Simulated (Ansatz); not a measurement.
# H5NSi: the cost of one run

Method: PBE0-D4/def2-TZVP structures, single points in def2-TZVPP, no counterpoise correction; program: Ansatz 0.2.0, Gaussian basis.

Levels: SPW92, PBE-D4, BLYP-D4, r2SCAN-D4, B97M-V, PBE0-D4, B3LYP-D4, r2SCAN0-D4, BHLYP-D4, CAM-B3LYP-D4, wB97X-V, wB97M-V, B2PLYP, PBE-QIDH, RPA on PBE, Hartree-Fock, MP2, CCSD, CCSD(T).

Cores are frozen in the correlated methods. B3LYP uses VWN-RPA correlation. B2PLYP carries no dispersion term here.

94 further runs of the same task are left out: 94 set aside as unsound or not needed.

## 1. The system as given

The complex: 12 atoms, charge 0, spin multiplicity 1.

Atoms are counted from 1 here; the program's logs count them from 0.

Bond lengths: Si1–N2 1.719 Å, Si1–H3 1.486 Å, Si1–H4 1.494 Å, Si1–H5 1.487 Å, N2–H8 1.008 Å, N2–H9 1.007 Å, H6–Si7 1.483 Å, Si7–H10 1.488 Å, Si7–H11 1.485 Å, Si7–H12 1.483 Å. Angles: N2–Si1–H3 107.6°, N2–Si1–H4 116.1°, N2–Si1–H5 108.4°, H3–Si1–H4 107.6°, H3–Si1–H5 110.2°, H4–Si1–H5 107.0°, Si1–N2–H8 119.5°, Si1–N2–H9 119.4°, H8–N2–H9 110.8°, H6–Si7–H10 109.3°, H6–Si7–H11 109.7°, H6–Si7–H12 110.2°, H10–Si7–H11 108.7°, H10–Si7–H12 109.3°, H11–Si7–H12 109.6°.

As a file:

```xyz
12
H9NSi2
Si   -1.64274   -0.04308    0.85379
N    -0.48324   -1.23786    1.28243
H    -2.97931   -0.69186    0.85995
H    -1.71521    1.15150    1.74776
H    -1.32082    0.45433   -0.51029
H     1.08483   -0.66124   -1.90881
Si    1.65877    0.64707   -1.51005
H     0.49870   -1.01822    1.23043
H    -0.67170   -1.85549    2.05543
H     1.67402    0.74554   -0.02588
H     3.05353    0.75504   -2.00931
H     0.84326    1.75447   -2.06554
```

Its parts: SiNH₅ holds atoms 1, 2, 3, 4, 5, 8, 9; SiH₄ holds atoms 6, 7, 10, 11, 12. Each part counts its atoms afresh in its own runs.

## 2. Relaxing SiNH₅ alone

File relax-a/in.yaml:

```yaml
crystal:
  periodic: [false, false, false]
  atoms:
    - {symbol: Si, position_ang: [-1.642736, -0.043079, 0.853795]}
    - {symbol: N, position_ang: [-0.483235, -1.237862, 1.282430]}
    - {symbol: H, position_ang: [-2.979310, -0.691865, 0.859948]}
    - {symbol: H, position_ang: [-1.715207, 1.151504, 1.747757]}
    - {symbol: H, position_ang: [-1.320822, 0.454329, -0.510294]}
    - {symbol: H, position_ang: [0.498697, -1.018223, 1.230433]}
    - {symbol: H, position_ang: [-0.671698, -1.855488, 2.055430]}
basis:
  gaussian: {orbitals: def2-TZVP}
hamiltonian: {xc: pbe0, dispersion: d4}
relax: {f_tol: 0.005, max_steps: 200}
```

Command:

```console
> ansatz run in.yaml --threads 4 --pin off --events-out ev --progress --plain --max-ram 9574MiB
```

**Question.** How long does this run take on 4 threads of Arm Neoverse V2, shared host?

About 4.2 s.
